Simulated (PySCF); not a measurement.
Potential energy curve for BeH, doublet.

Level of theory: PySCF with CCSD(T) on UHF/cc-pVTZ.

Relative to R = 1.33 Å, what are the energies at R = 1.15, 2.23, 2.45, 4.11 Å?

0.337 eV at 1.15 Å, 1.700 eV at 2.23 Å, 1.960 eV at 2.45 Å, 2.154 eV at 4.11 Å.

The scan ran from 1.09 to 5.41 Å; beyond the distances shown one of the unrestricted levels run for this scan, shown here or not, changes its spin distribution in one step. The unrestricted determinant behind UCCSD(T) is spin-contaminated at 2.05 to 4.72 Å (<S²> up to 1.0, against 0.75 for a pure doublet).
